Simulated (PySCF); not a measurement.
**Reproducing measurements on 1,3-dioxane**

**The experiment to reproduce.**

From NIST CCCBDB Release 22 (SRD 101), experimental dipoles, for the gas: dipole moment 2.06 D.

How close the calculation comes is told at the end.

Compound: 1,3-dioxane, C4H8O2.
Atom-mapped SMILES: `[CH2:1]1[CH2:2][O:3][CH2:4][O:5][CH2:6]1` (hydrogens: H7, H8 on C1; H9, H10 on C2; H11, H12 on C4; H13, H14 on C6)

Cartesian coordinates in Å at the PBE0-D3(BJ)/def2-TZVP level; atoms count from 1:
```
atom  x, y, z in Å
C1    -0.7093    0.7143    0.6646
C2    -1.1549   -0.0510   -0.5680
O3    -0.5519   -1.3298   -0.5988
C4     0.8371   -1.2228   -0.5510
O5     1.2980   -0.6141    0.6156
C6     0.8074    0.7083    0.7172
H7    -1.1067    0.2267    1.5587
H8    -1.0882    1.7402    0.6366
H9    -2.2335   -0.2120   -0.5825
H10   -0.8793    0.5060   -1.4781
H11    1.1913   -0.6491   -1.4283
H12    1.2409   -2.2342   -0.5702
H13    1.1870    1.1135    1.6560
H14    1.2153    1.3143   -0.1079
```

Runs made with PySCF (gas phase, on this PBE0-D3(BJ)/def2-TZVP geometry; no spin–orbit coupling):

```
                              level                                                                                         job  basis functions
PBE0-D3(BJ)/def2-TZVP, grid level 2                                geometry optimisation from a GFN2-xTB start shaken at random              234
                      PBE0/pcSseg-2                             shieldings, ring-centre shieldings, charges and field gradients              328
              CAM-B3LYP/aug-cc-pVTZ                          10 singlets by full TDDFT, 4 Tamm–Dancoff triplets, polarisability              460
                   PBE0/aug-cc-pVTZ  10 singlets by full TDDFT, 4 Tamm–Dancoff triplets, polarisability, dynamic polarisability              460
                wB97X-D/aug-cc-pVTZ               10 singlets by full TDDFT, 4 Tamm–Dancoff triplets, polarisability, ΔSCF ions              460
```

## Comparison

**Dipole moment.** Measured: 2.06 D (NIST CCCBDB Release 22 (SRD 101), experimental dipoles).

| level | computed (D) | computed − measured (D) | % (from the printed values) |
| --- | --- | --- | --- |
| PBE0-D3(BJ)/def2-TZVP | 1.99 | -0.07 | -3 |
| PBE0/pcSseg-2 | 2.06 | 0.00 | 0 |
| CAM-B3LYP/aug-cc-pVTZ | 2.15 | +0.09 | +4 |
| PBE0/aug-cc-pVTZ | 2.04 | -0.02 | -1 |
| wB97X-D/aug-cc-pVTZ | 2.08 | +0.02 | +1 |

Closest is PBE0/pcSseg-2 (0.00 D), furthest CAM-B3LYP/aug-cc-pVTZ (+0.09 D); one molecule doesn't rank methods. The computed dipoles belong to one fixed geometry; measured ones are averaged over vibrations unless marked μe. Magnitudes are compared, not signs.

No measured geometry was used, and the causes of the misses weren't examined.
